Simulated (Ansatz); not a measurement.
How the elastic constant C12 of rhombohedral A7 As moves with the method

No measured value is used here.

Task: Put these levels in order of the elastic constant C12 that they give for rhombohedral A7 As, smallest first: LDA (Ansatz, an electronic-structure program), PBE (Ansatz), PBEsol (Ansatz).

Result: PBE (43.1 GPa), PBEsol (48.2 GPa), LDA (50.6 GPa)

Unless a cell is named, each level is at its own relaxed cell (LDA 20.38, PBE 22.79, PBEsol 20.87 Å³/atom).

LDA: LDA has no dispersion term either, though it tends to give short spacings of layers, chains or molecules. PBE, PBEsol: the cell comes from a level without a dispersion term, which matters for the spacing of layers, chains or molecules. Each level is taken at its own relaxed cell. Ansatz's density-functional and Hartree–Fock values are scalar-relativistic unless marked +SOC, with PAW data made under PBE.
